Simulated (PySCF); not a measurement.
**Group charges in `C/C(F)=C\C#N`**

Compound: C4H4FN.
SMILES with atom numbers: `[CH3:1]/[C:2]([F:3])=[CH:4]\[C:5]#[N:6]` (hydrogens: H7, H8, H9 on C1; H10 on C4)

Structure used (GFN2-xTB), in Å, numbered top down from 1:
```xyz
10
C4H4FN angstrom
C     -1.2591    0.3413    0.1109
C     -0.1992   -0.6947    0.1517
F     -0.6593   -1.9269    0.4361
C      1.1093   -0.5398   -0.0578
C      1.6755    0.7091   -0.3608
N      2.1562    1.7198   -0.6109
H     -0.8318    1.3113   -0.1240
H     -2.0036    0.0759   -0.6400
H     -1.7677    0.3873    1.0742
H      1.7886   -1.3787   -0.0020
```

Atomic charges (e) from the PBE0/pcSseg-1 density (PySCF):

```tsv
atom	Mulliken	IAO	Hirshfeld	ESP-fitted
C1	-0.2319	-0.4538	-0.1121	-0.6060
C2	+0.2007	+0.3611	+0.1365	+0.5748
F3	-0.2622	-0.2554	-0.0664	-0.1972
C4	-0.1673	-0.2739	-0.0699	-0.7141
C5	+0.0769	+0.1370	+0.0741	+0.5797
N6	-0.2480	-0.2464	-0.2228	-0.5131
H7	+0.1613	+0.1793	+0.0610	+0.1977
H8	+0.1540	+0.1767	+0.0637	+0.1943
H9	+0.1540	+0.1766	+0.0637	+0.1939
H10	+0.1624	+0.1989	+0.0719	+0.2901
```

Q: Cut each of the bonds C1–C2, C4–C2 and C5–C4 in turn and sum the charges on the side of the atom named first.

A: In e; the other side holds the opposite charge:

```csv
bond cut,piece,atoms,Mulliken,IAO,Hirshfeld,ESP-fitted
C1–C2,CH3,4,+0.237,+0.079,+0.076,-0.020
C4–C2,C2HN,4,-0.176,-0.184,-0.147,-0.357
C5–C4,CN,2,-0.171,-0.109,-0.149,+0.067
```

Extremes among these pieces. Mulliken: lowest C2HN at C4, highest CH3 at C1; IAO: lowest C2HN at C4, highest CH3 at C1; Hirshfeld: lowest CN at C5, highest CH3 at C1; ESP-fitted: lowest C2HN at C4, highest CN at C5.

Q: Do the schemes agree better on the pieces than on the single atoms at the cuts?

A: The spread between schemes averages 0.235 e for the pieces and 0.548 e for the atoms named first; it is smaller for the piece at 3 of the 3 cuts. On average they agree better on the pieces. The sign differs between schemes (beyond ±0.03 e) for CN at C5.

Isolated species at its GFN2-xTB geometry, gas phase.
